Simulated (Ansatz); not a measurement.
C3H6FN, SMILES `C/C=C(\N)F`, relaxed with RKS PBE-D4/def2-SVP in Ansatz 0.2.0 from a rough embedded geometry. The force threshold is 0.03 eV/Å; the program also tests the step.

The species carries charge 0 and has multiplicity 1.

Start:

```xyz
11

C    -1.087    0.231    0.981
C    -0.587   -0.562   -0.169
C     0.514   -0.305   -0.848
N     1.471    0.697   -0.708
F     0.783   -1.091   -1.931
H    -1.109   -0.506    1.885
H    -0.467    1.049    1.251
H    -2.081    0.524    0.799
H    -1.229   -1.419   -0.531
H     2.314    0.443   -1.062
H     1.478    0.938    0.333
```

| step | energy (eV) | largest force (eV/Å) | largest move (Å) |
| --- | --- | --- | --- |
| 1 | -7400.7391 | 4.520 | 0.000 |
| 2 | -7401.1666 | 1.264 | 0.074 |
| 3 | -7401.1870 | 0.429 | 0.107 |
| 4 | -7401.2186 | 0.166 | 0.098 |
| 5 | -7401.2209 | 0.101 | 0.023 |
| 6 | -7401.2229 | 0.088 | 0.051 |
| 7 | -7401.2251 | 0.115 | 0.061 |
| 8 | -7401.2263 | 0.132 | 0.042 |
| 9 | -7401.2275 | 0.116 | 0.038 |
| 10 | -7401.2286 | 0.143 | 0.039 |
| 11 | -7401.2322 | 0.111 | 0.079 |
| 12 | -7401.2330 | 0.141 | 0.077 |
| 13 | -7401.2347 | 0.142 | 0.085 |
| 14 | -7401.2354 | 0.034 | 0.011 |
| 15 | -7401.2354 | 0.021 | 0.012 |

End:

```xyz
11

C    -1.048    0.137    1.035
C    -0.598   -0.634   -0.171
C     0.513   -0.360   -0.892
N     1.392    0.705   -0.779
F     0.856   -1.150   -1.935
H    -1.424   -0.542    1.829
H    -0.225    0.730    1.489
H    -1.874    0.849    0.812
H    -1.213   -1.470   -0.535
H     2.376    0.449   -0.903
H     1.245    1.285    0.049
```

Hardware: 4 threads of a server CPU on a shared host. Wall time 18 s, peak host memory 0.15 GiB.
